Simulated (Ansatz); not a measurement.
# Disilane (Si₂H₆): a ladder of functionals and wavefunction methods

Aim: compute disilane (Si₂H₆) with functionals from several rungs and with coupled cluster. The yardstick is the atomisation energy at the CCSD(T) limit.

The runs use Ansatz 0.2.0, Gaussian basis; functionals in def2-TZVPP, the program's frozen cores in correlated methods.

The runs, in order: LDA (SPW92), PBE-D4, revPBE-D4, BLYP-D4, r2SCAN-D4, B97M-V, PBE0-D4, B3LYP-D4, r2SCANh-D4, r2SCAN0-D4, HSE06-D4, BHLYP-D4, CAM-B3LYP-D4, LC-ωPBE, ωB97X-V, ωB97M-V, B2PLYP, PBE-QIDH; CCSD(T)/def2-SVP; CCSD(T)/def2-TZVPP; MP2/def2-QZVPP; extrapolation to the limit; RPA on PBE.

**1. The relaxed structure**

All runs share one geometry, relaxed beforehand with PBE0-D4 in a triple-zeta def2 set.

SMILES `[SiH3][SiH3]`, 8 atoms, charge 0, spin multiplicity 1.

Atoms are counted from 1 here; the program's logs count them from 0.

Bond lengths: Si1–Si2 2.339 Å, Si1–H3 1.488 Å, Si1–H4 1.488 Å, Si1–H5 1.488 Å, Si2–H6 1.488 Å, Si2–H7 1.488 Å, Si2–H8 1.488 Å. Angles: Si2–Si1–H3 110.3°, Si2–Si1–H4 110.3°, Si2–Si1–H5 110.3°, H3–Si1–H4 108.7°, H3–Si1–H5 108.7°, H4–Si1–H5 108.7°, Si1–Si2–H6 110.3°, Si1–Si2–H7 110.3°, Si1–Si2–H8 110.3°, H6–Si2–H7 108.7°, H6–Si2–H8 108.7°, H7–Si2–H8 108.7°.

**2. LDA**

This LDA is Slater exchange with PW92 correlation.

Input file in.yaml:

```yaml
crystal:
  periodic: [false, false, false]
  atoms:
    - {symbol: Si, position_ang: [-0.340494, 0.490198, -1.004948]}
    - {symbol: Si, position_ang: [0.363520, -0.504446, 0.990999]}
    - {symbol: H, position_ang: [0.833867, 0.948192, -1.794945]}
    - {symbol: H, position_ang: [-1.112933, -0.483915, -1.821908]}
    - {symbol: H, position_ang: [-1.208011, 1.664091, -0.717949]}
    - {symbol: H, position_ang: [1.139019, 0.468588, 1.806340]}
    - {symbol: H, position_ang: [1.228114, -1.680486, 0.703963]}
    - {symbol: H, position_ang: [-0.810979, -0.959222, 1.782649]}
basis:
  gaussian: {orbitals: def2-TZVPP}
hamiltonian: {xc: lda}
output: {orbitals: {seedname: orbitals}}
```

The runs that follow: PBE-D4 (GGA); revPBE-D4 (GGA); BLYP-D4 (GGA); r2SCAN-D4 (meta-GGA); B97M-V (meta-GGA); PBE0-D4 (hybrid); B3LYP-D4 (hybrid); r2SCANh-D4 (hybrid); r2SCAN0-D4 (hybrid); HSE06-D4 (hybrid); BHLYP-D4 (hybrid); CAM-B3LYP-D4 (range-separated); LC-ωPBE-D4 (range-separated); ωB97X-V (range-separated); ωB97M-V (range-separated); B2PLYP (double hybrid); PBE-QIDH (double hybrid); CCSD(T) in def2-SVP; CCSD(T) in def2-TZVPP; MP2 in def2-QZVPP; RPA on PBE orbitals.

Q: Predict the results of all the runs planned. Wanted: atomisation energy, CCSD(T)/CBS; farthest beyond LDA; mean size of error, GGA; mean size of error, meta-GGA; mean size of error, hybrid; mean size of error, range-separated; mean size of error, double hybrid; gap, smallest and largest; T1 diagnostic.

The runs gave:

| quantity | value |
| --- | --- |
| atomisation energy, CCSD(T)/CBS | 2246.2 kJ/mol |
| functionals within 11.2 kJ/mol (0.5 %) | B97M-V, B3LYP-D4, CAM-B3LYP-D4, ωB97M-V |
| farthest beyond LDA | revPBE-D4 (-71.5 kJ/mol) |
| mean size of error, GGA | 54.3 kJ/mol |
| mean size of error, meta-GGA | 11.2 kJ/mol |
| mean size of error, hybrid | 23.1 kJ/mol |
| mean size of error, range-separated | 18.3 kJ/mol |
| mean size of error, double hybrid | 40.9 kJ/mol |
| gap, smallest and largest | 6.63 eV (LDA (SPW92)), 13.49 eV (LC-ωPBE) |
| T1 diagnostic | 0.0127 |
| triples share of the correlation energy | 2.9 % |

In words: LDA overbinds by 181.6 kJ/mol (8 %). PBE-D4 misses by -53.7 kJ/mol. Double hybrids carry the basis error of their MP2 part in triple zeta, and no dispersion term here, so their miss is partly the set-up's. Taken by rung, meta-GGA functionals do best (11.2 kJ/mol on average) and GGA ones worst beyond LDA (54.3 kJ/mol). Misses under about 11.2 kJ/mol are within the doubt on the reference itself, which lacks core-valence correlation, relativity and higher excitations. Hartree-Fock recovers 78 % of the binding; the rest is correlation. CCSD(T) in def2-SVP is off by -144.4 kJ/mol, which most functionals beat. The gap grows from 6.6 to 13.5 eV across the functionals, mostly with the share of exact exchange.
